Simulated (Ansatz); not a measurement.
Born–Oppenheimer molecular dynamics of FH2NSi (5 atoms, charge 0, multiplicity 1). It starts at the highest image of a converged band. Of that band: Neighbouring images differ by up to 1.7 eV, so the band resolves the path poorly. A vibrational analysis at the climbing image gives 2 clearly imaginary modes (1357i, 247i cm⁻¹): a point of higher order, so a lower path passes nearby.

Computed with Ansatz 0.2.0, RKS B3LYP-D4/cc-pVDZ.

```json
{
 "ensemble": "NVE (velocity Verlet)",
 "time step": "0.5 fs",
 "steps asked": "200",
 "starting velocities drawn for": "100 K",
 "seed": "3716"
}
```

Frames 1 fs apart, positions in Å, forces in eV/Å.

Velocities at 0.0 fs (Å/ps):

```
N -2.19 -0.67 0.20
Si 1.53 -0.35 0.77
F -0.98 -0.12 -0.41
H -3.45 4.79 -11.95
H 9.63 16.49 -4.52
```

```xyz
5
Properties=species:S:1:pos:R:3:forces:R:3 time_fs=0.0 energy_less_start_eV=0.000 T=100
N -0.403 -0.732 0.126 -0.01 0.00 0.00
Si 0.496 0.618 -0.018 0.00 -0.01 0.01
F 0.077 1.993 -0.845 0.00 0.00 0.00
H -1.247 -1.280 -0.061 0.01 0.00 0.00
H 1.077 -0.599 0.799 -0.01 0.01 -0.01
5
Properties=species:S:1:pos:R:3:forces:R:3 time_fs=1.0 energy_less_start_eV=0.000 T=100
N -0.405 -0.732 0.126 -0.01 0.12 -0.07
Si 0.497 0.618 -0.018 -0.23 -0.09 -0.06
F 0.076 1.993 -0.845 0.06 -0.03 0.04
H -1.250 -1.276 -0.073 0.02 0.01 0.01
H 1.087 -0.582 0.794 0.16 -0.02 0.08
5
Properties=species:S:1:pos:R:3:forces:R:3 time_fs=2.0 energy_less_start_eV=-0.001 T=104
N -0.407 -0.733 0.126 0.00 0.22 -0.13
Si 0.499 0.617 -0.017 -0.46 -0.18 -0.12
F 0.075 1.993 -0.846 0.12 -0.06 0.07
H -1.254 -1.271 -0.085 0.02 0.03 0.01
H 1.098 -0.566 0.791 0.32 -0.02 0.16
5
Properties=species:S:1:pos:R:3:forces:R:3 time_fs=3.0 energy_less_start_eV=-0.006 T=115
N -0.409 -0.733 0.126 0.00 0.31 -0.18
Si 0.500 0.617 -0.016 -0.68 -0.29 -0.16
F 0.074 1.992 -0.846 0.18 -0.08 0.11
H -1.256 -1.265 -0.097 0.02 0.06 0.01
H 1.112 -0.550 0.789 0.47 0.01 0.22
5
Properties=species:S:1:pos:R:3:forces:R:3 time_fs=4.0 energy_less_start_eV=-0.016 T=140
N -0.411 -0.734 0.126 0.01 0.38 -0.22
Si 0.501 0.616 -0.016 -0.87 -0.44 -0.17
F 0.073 1.992 -0.846 0.24 -0.11 0.14
H -1.259 -1.260 -0.108 0.02 0.09 0.01
H 1.131 -0.534 0.788 0.60 0.08 0.24
5
Properties=species:S:1:pos:R:3:forces:R:3 time_fs=5.0 energy_less_start_eV=-0.035 T=190
N -0.413 -0.734 0.126 0.03 0.42 -0.25
Si 0.502 0.616 -0.015 -1.04 -0.63 -0.16
F 0.072 1.992 -0.847 0.31 -0.13 0.18
H -1.262 -1.253 -0.120 0.00 0.12 0.00
H 1.156 -0.517 0.791 0.70 0.22 0.23
5
Properties=species:S:1:pos:R:3:forces:R:3 time_fs=6.0 energy_less_start_eV=-0.066 T=270
N -0.416 -0.733 0.125 0.06 0.45 -0.27
Si 0.502 0.615 -0.015 -1.17 -0.87 -0.12
F 0.072 1.992 -0.847 0.38 -0.14 0.22
H -1.265 -1.245 -0.131 -0.03 0.16 -0.02
H 1.187 -0.497 0.795 0.77 0.41 0.19
5
Properties=species:S:1:pos:R:3:forces:R:3 time_fs=7.0 energy_less_start_eV=-0.113 T=391
N -0.418 -0.733 0.125 0.08 0.45 -0.28
Si 0.502 0.614 -0.014 -1.28 -1.14 -0.05
F 0.072 1.991 -0.847 0.46 -0.16 0.26
H -1.268 -1.236 -0.143 -0.06 0.20 -0.04
H 1.226 -0.474 0.801 0.80 0.64 0.11
5
Properties=species:S:1:pos:R:3:forces:R:3 time_fs=8.0 energy_less_start_eV=-0.180 T=564
N -0.420 -0.732 0.124 0.10 0.43 -0.28
Si 0.502 0.612 -0.013 -1.36 -1.41 0.03
F 0.071 1.991 -0.847 0.54 -0.18 0.31
H -1.271 -1.225 -0.155 -0.08 0.26 -0.06
H 1.272 -0.445 0.808 0.80 0.90 0.00
5
Properties=species:S:1:pos:R:3:forces:R:3 time_fs=9.0 energy_less_start_eV=-0.272 T=802
N -0.422 -0.730 0.123 0.12 0.39 -0.27
Si 0.501 0.610 -0.013 -1.42 -1.68 0.12
F 0.072 1.990 -0.846 0.63 -0.20 0.36
H -1.276 -1.211 -0.168 -0.10 0.32 -0.09
H 1.325 -0.407 0.815 0.77 1.16 -0.12
5
Properties=species:S:1:pos:R:3:forces:R:3 time_fs=10.0 energy_less_start_eV=-0.394 T=1118
N -0.424 -0.729 0.122 0.14 0.33 -0.25
Si 0.499 0.607 -0.013 -1.44 -1.89 0.19
F 0.072 1.990 -0.846 0.72 -0.23 0.42
H -1.281 -1.194 -0.181 -0.11 0.39 -0.10
H 1.387 -0.358 0.821 0.69 1.40 -0.26
5
Properties=species:S:1:pos:R:3:forces:R:3 time_fs=11.0 energy_less_start_eV=-0.551 T=1523
N -0.426 -0.727 0.121 0.15 0.25 -0.22
Si 0.498 0.604 -0.012 -1.40 -2.03 0.25
F 0.073 1.989 -0.845 0.81 -0.27 0.48
H -1.287 -1.174 -0.196 -0.10 0.45 -0.11
H 1.454 -0.296 0.825 0.55 1.60 -0.40
```

Of the whole run (100 fs, mean temperature of the second half 2217 K): The conserved energy stayed within 1.1 meV per atom of its start (net change 0.082 meV per atom), so the integration is sound. The kinetic energy rose, since the run started high on the potential surface and went downhill. A run of 0.1 ps of so small a system gives no equilibrium averages. The orbitals stay closed-shell, which can raise the energy where a bond breaks towards radicals; this wasn't checked here.

The run took 3.4 min on 1 thread of Arm Neoverse V2, with other jobs on the host, peak memory 0.097 GiB.
